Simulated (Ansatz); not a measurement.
**CHB (singlet): the correlation ladder at distance B1–C2 = 1.670 Å, 6-31G**

Aim: climb from Hartree-Fock through coupled cluster and multireference methods for CHB (singlet) at one geometry and basis, and see what each rung misses.

Computed with Ansatz 0.2.0, Gaussian basis. Level: 6-31G, core rule «outside noble gas», up to 2 orbitals frozen.

The runs, in order: UHF; CCSD(T) on RHF; CCSD(T) on UHF; BCCD(T) on RHF; CISD; CCSDT(Q) on RHF; CCSDT(Q) on UHF; CCSDTQ on RHF; CCSDTQ on UHF; CASSCF and MRCISD+Q, 2 electrons in 2 orbitals; CASSCF and NEVPT2, 2 electrons in 2 orbitals; CASSCF and MRCISD+Q, 8 electrons in 9 orbitals; CASSCF and NEVPT2, 8 electrons in 9 orbitals; Full CI.

20 further runs of the same task are left out: 17 that didn't finish, 3 set aside as unsound or not needed.

## (1) What is computed

The geometry derives from a PBE0/def2-TZVP stationary point (not a proven minimum). One bond is set to the value named and the two fragments are kept rigid.

3 atoms, charge 0, spin multiplicity 1.

Atoms are counted from 1 here; the program's logs count them from 0.

Bond lengths: B1–C2 1.670 Å, C2–H3 1.083 Å. Angles: B1–C2–H3 134.1°.

## (2) UHF

Input file in.yaml:

```yaml
crystal:
  periodic: [false, false, false]
  atoms:
    - {symbol: B, position_ang: [0.000000, 0.107705, 0.938667]}
    - {symbol: C, position_ang: [0.000000, -0.140300, -0.712815]}
    - {symbol: H, position_ang: [0.000000, 0.516606, -1.574032]}
basis:
  gaussian: {orbitals: 6-31G}
magnetization: {spin_polarized: true, initial_magnetization: 0}
hamiltonian: {xc: hf}
output: {orbitals: {seedname: orbitals}}
```

Command:

```console
$ ansatz run in.yaml --threads 1 --pin off --events-out ev --progress --plain --max-ram 2393MiB
```

Further steps of the session: CCSD(T) on RHF; CCSD(T) on UHF; BCCD(T) on RHF; CISD; CCSDT(Q) on RHF; CCSDT(Q) on UHF; CCSDTQ on RHF; CCSDTQ on UHF; CASSCF and MRCISD+Q, 2 electrons in 2 orbitals; CASSCF and NEVPT2, 2 electrons in 2 orbitals; CASSCF and MRCISD+Q, 8 electrons in 9 orbitals; CASSCF and NEVPT2, 8 electrons in 9 orbitals; Full CI.

Before running them: what should the planned runs give, taken together? Wanted: FCI below the RHF energy; RMP2 from FCI; RCCSD from FCI; RCCSD(T) from FCI; RCCSDT(Q) from FCI; NEVPT2 valence from FCI; MRCISD+Q valence from FCI; T1 diagnostic; effectively unpaired electrons.

As calculated:

| quantity | value |
| --- | --- |
| FCI below the RHF energy | -5.0139 eV |
| RMP2 from FCI | +2193.3 meV |
| RCCSD from FCI | +558.7 meV |
| RCCSD(T) from FCI | -11.3 meV |
| RCCSDT(Q) from FCI | -89.8 meV |
| NEVPT2 valence from FCI | +267.5 meV |
| MRCISD+Q valence from FCI | +11.3 meV |
| levels within 1 kcal/mol (43 meV) | RCCSD(T), RCCSDTQ, MRCISD valence, MRCISD+Q valence |
| T1 diagnostic | 0.156 |
| effectively unpaired electrons | 1.21 |

What this shows: RCCSD(T) misses by -11.3 meV, 0.2 % of the correlation energy. RCCSD(T), RCCSDT(Q) fall below full CI, which methods that aren't variational can do. The occupations show strong static correlation (1.2 unpaired electrons where one determinant has 0). Coupled cluster on one determinant still stays close here. Of the multireference levels listed MRCISD+Q valence comes nearest in total energy (+11.3 meV), which doesn't show that its space is the better one. Coupled cluster took another determinant than the lowest Hartree-Fock one. These misses are within one basis, not against nature.
